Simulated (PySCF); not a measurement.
Species: C4H4F2.
Bonds: F1–C2, C2–F3, C2–C4, C4–C5 (double), C5–C6, C4–C6. Hydrogens: H7 on C2; H8 on C5; H9, H10 on C6.

Computed, not measured: EOM-IP-CCSD/aug-cc-pVDZ in PySCF, restricted Hartree–Fock reference, frozen core, non-relativistic, gas phase, PBE0-D3(BJ)/def2-SVP geometry.

Hartree–Fock orbital energies give these Koopmans values (eV): HOMO 10.18, HOMO-1 12.08, HOMO-2 13.77, HOMO-3 15.48, HOMO-4 16.62, HOMO-5 17.33, HOMO-6 17.64, HOMO-7 18.31.

Problem. What vertical ionisation energies does EOM-IP-CCSD give?

Solution. 
```csv
leading hole (HF orbital),Koopmans (eV),EOM-IP-CCSD (eV),change (eV),one-hole share
HOMO,10.18,10.18,0.00,0.97
HOMO-1,12.08,11.26,-0.82,0.96
HOMO-2,13.77,12.60,-1.17,0.96
HOMO-3,15.48,13.71,-1.77,0.95
HOMO-5,17.33,14.72,-2.61,0.95
HOMO-6,17.64,15.20,-2.44,0.94
HOMO-7,18.31,15.44,-2.87,0.94
HOMO-4,16.62,15.67,-0.95,0.94
```

Problem. Does the order of the lines follow the orbital energies?

Solution. No: the HOMO-5 hole (14.72 eV) falls below the HOMO-4 hole (15.67 eV); the HOMO-6 hole (15.20 eV) falls below the HOMO-4 hole (15.67 eV); the HOMO-7 hole (15.44 eV) falls below the HOMO-4 hole (15.67 eV). The corrections run from -2.87 to 0.00 eV, with a mean of -1.58 eV over the 8 lines; no line lies above its Koopmans value. Koopmans values leave out both the relaxation of the orbitals and the change in correlation energy.

Problem. At what kinetic energies would He II light (40.81 eV) eject these electrons?

Solution. 30.63 eV (HOMO), 29.55 eV (HOMO-1), 28.21 eV (HOMO-2), 27.10 eV (HOMO-3), 26.09 eV (HOMO-5), 25.61 eV (HOMO-6), 25.37 eV (HOMO-7), 25.14 eV (HOMO-4).

Problem. What total energy has the lowest final state, and which wavelength reaches it?

Solution. E(CCSD) + ionisation energy = -353.59802 + 0.37395 = -353.22407 Eh, at the geometry of the initial state. The threshold wavelength is 1239.84 eV nm/10.18 eV = 121.8 nm.

One root was sought for each valence orbital with −ε under 21 eV, eight at most, so deeper holes and satellites are missing; no vibrational structure.

Shape of the structure used: `[F:1][CH:2]([F:3])[C:4]1=[CH:5][CH2:6]1`: F1–C2–C4–C5 125°.

One conformer stands for the species.
